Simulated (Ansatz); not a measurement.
A made-up structure of SiH₅S₂ (charge +1), closed shell:

```json
{"atom": "Si1", "x (Å)": "0.2417", "y (Å)": "0.2245", "z (Å)": "1.1408"}
{"atom": "S2", "x (Å)": "-0.8505", "y (Å)": "1.1564", "z (Å)": "-0.5551"}
{"atom": "S3", "x (Å)": "0.9103", "y (Å)": "-1.4628", "z (Å)": "0.1980"}
{"atom": "H4", "x (Å)": "-1.8346", "y (Å)": "0.2909", "z (Å)": "-0.9186"}
{"atom": "H5", "x (Å)": "0.0612", "y (Å)": "1.3855", "z (Å)": "-1.5379"}
{"atom": "H6", "x (Å)": "-1.2804", "y (Å)": "2.2698", "z (Å)": "0.0968"}
{"atom": "H7", "x (Å)": "2.2212", "y (Å)": "-1.4753", "z (Å)": "0.5471"}
{"atom": "H8", "x (Å)": "0.5740", "y (Å)": "-2.4297", "z (Å)": "1.0883"}
```

It is relaxed with PBE-D4/def2-SVP and then PBE0-D4/def2-TZVP (Ansatz 0.2.0). Atoms count as bonded within 1.22 times the sum of their covalent radii (H–H: 0.88 Å). The end point is not checked to be a true minimum.

Problem. Does its bonding change? (Judge from chemistry; the calculation decides.)

Solution. The calculation gives: No: no bond forms or breaks.

Where it ends: The first stage lowers the energy by 2.24 eV in 6 steps. It ends as SiH₅S₂ ([SH2][Si][SH3]), total charge +1:
Si1  (0.253, 0.370, 1.426)
S2  (-0.725, 0.992, -0.463)
S3  (0.960, -1.503, 0.277)
H4  (-1.881, 0.564, -1.125)
H5  (-0.234, 1.516, -1.664)
H6  (-1.250, 2.152, -0.016)
H7  (2.282, -1.590, 0.544)
H8  (0.639, -2.541, 1.081)
(Å)

Labels in which every atom is bracketed show which atoms are joined, not bond orders.

For scale, one of the runs: PBE0-D4/def2-TZVP relaxation, 141 basis functions, launched by `ansatz run in.yaml --threads 2 --pin off --events-out ev --progress --plain --max-ram 4352MiB`. Hardware: 2 CPU threads of an Arm Neoverse V2, shared host. Wall time about 16 s.
